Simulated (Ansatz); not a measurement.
Relaxation of CH2NO (5 atoms, charge -1, multiplicity 1), to a largest force component of 0.02 eV/Å in at most 50 steps.

These are results of RKS B3LYP-D4/def2-SVP in Ansatz 0.2.0, not measurements.

```xyz
5
Properties=species:S:1:pos:R:3:forces:R:3
N -0.401 0.146 -0.391 0.64 -0.41 -0.33
C 0.959 -0.370 -0.074 -0.83 -0.37 1.66
O 0.957 -0.955 1.051 0.10 0.66 -1.57
H -0.425 0.990 -0.956 0.12 0.16 -0.23
H -1.091 0.189 0.370 -0.03 -0.05 0.48
```

**Question.** Where does it end, and by what steps?

**Answer.** It converged. Limits of this set-up: an anion without diffuse functions, the dipole of an ion depends on the origin. After 6 steps the energy has fallen by 0.058 eV; H5 moved furthest, 0.05 Å.

```csv
step,energy less start (eV),largest force component (eV/Å),accepted
0,0.0000,1.658,yes
1,-0.0405,0.659,yes
2,-0.0532,0.245,yes
3,-0.0324,0.675,no
4,-0.0568,0.090,yes
5,-0.0579,0.039,yes
6,-0.0581,0.017,yes
```

```xyz
5
Properties=species:S:1:pos:R:3
N -0.409 0.120 -0.415
C 0.929 -0.338 -0.056
O 0.935 -0.947 1.027
H -0.400 0.985 -0.958
H -1.055 0.180 0.401
```

Whether the end is a true minimum wasn't checked by a vibrational analysis.

Time of the run: 9.6 s on 1 thread of Arm Neoverse V1, with other jobs on the host, peak memory 0.12 GiB.
